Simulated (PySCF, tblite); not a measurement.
# C5H7S radical: geometry, infrared bands and EPR parameters

Wanted: the infrared bands and EPR parameters of C5H7S radical (`CC(=S)[C]1CC1`), by calculation.

Computed with tblite 0.8.0 and PySCF 2.14.0, with density-fitted response routines of our own, on a single molecule in the gas phase. Atoms count from 0, in the outputs and in this text.

### Step 1. The starting structure

13 atoms, charge 0, multiplicity 2; geometry from: force field or distance geometry start.

Bonds of the start (Å): C0–C1 1.48, C1–S2 1.43, C1–C3 1.49, C3–C4 1.48, C4–C5 1.50, C5–C3 1.52, C0–H6 1.12, C0–H7 1.12, C0–H8 1.13, C4–H9 1.10, C4–H10 1.12, C5–H11 1.09, C5–H12 1.10.

### Step 2. Optimising the geometry with GFN2-xTB

The job: settings as JSON, then the geometry in Å.

```
{"job": {"kind": "relax", "xc": "GFN2-xTB", "basis": "xTB"}, "charge": 0, "multiplicity": 2}
C     -2.099600     0.380300    -0.526900
C     -0.805100    -0.327300    -0.536500
S     -0.663200    -1.467300    -1.394800
C      0.297300     0.154400     0.349400
C      1.586500     0.633400    -0.210400
C      1.545200    -0.694200     0.494400
H     -2.451000     0.673200    -1.545000
H     -2.809700    -0.330100    -0.037600
H     -2.058200     1.316600     0.104500
H      1.807000     0.541600    -1.287500
H      2.010800     1.495600     0.356600
H      1.978100    -0.791900     1.495300
H      1.657600    -1.583700    -0.140700
```

On the command line:

```bash
$ OMP_NUM_THREADS=1 python probes_run.py task.json out
```

One launch serves the whole session: the jobs run in the order shown.

**Question.** This job is followed by: GFN2-xTB harmonic vibrations, gas phase; UKS B3LYP, pcH-1 on C H S, non-relativistic, mean-field spin-orbit, GIAO. What will the session give for the following? strongest single infrared mode (GFN2-xTB); zero-point energy (GFN2-xTB); g(iso) (B3LYP); ⟨S²⟩; largest a(iso) (averaged by class); potential on the surface of density 0.002 e/bohr³, 1st and 99th percentile; property runs in this session.

The runs gave:

```
                                                                  quantity                                            value
                                 strongest single infrared mode (GFN2-xTB)                            1755 cm⁻¹, 112 km/mol
                                              zero-point energy (GFN2-xTB)                                    63.9 kcal/mol
                                                            g(iso) (B3LYP)                                          2.05874
                                                                      ⟨S²⟩                               0.766 (exact 0.75)
                                        largest a(iso) (averaged by class)                              13C on C3, 36.3 MHz
potential on the surface of density 0.002 e/bohr³, 1st and 99th percentile                               -1.18 V and 1.04 V
                                             property runs in this session  1, of which 0 failed and 1 gave unsound results
```

**Reading.** The optimisation took 96 steps and gained 2.550 eV; among the close pairs (by a distance rule), C1–S2 changed most, from 1.434 to 1.726 Å. No mode is imaginary among the 33: a minimum at this level. The strongest single mode, at 1755 cm⁻¹, moves mainly C3. GFN2-xTB is a fitted tight-binding method: band positions and strengths are rough. Its intensities can rank the bands wrongly. S2 carries the largest spin population, 0.73 e. The isotropic g lies 56.4 ppt above the free-electron value. These values are not to be trusted: the run shows nearly degenerate orbitals, where second-order g theory doesn't apply.
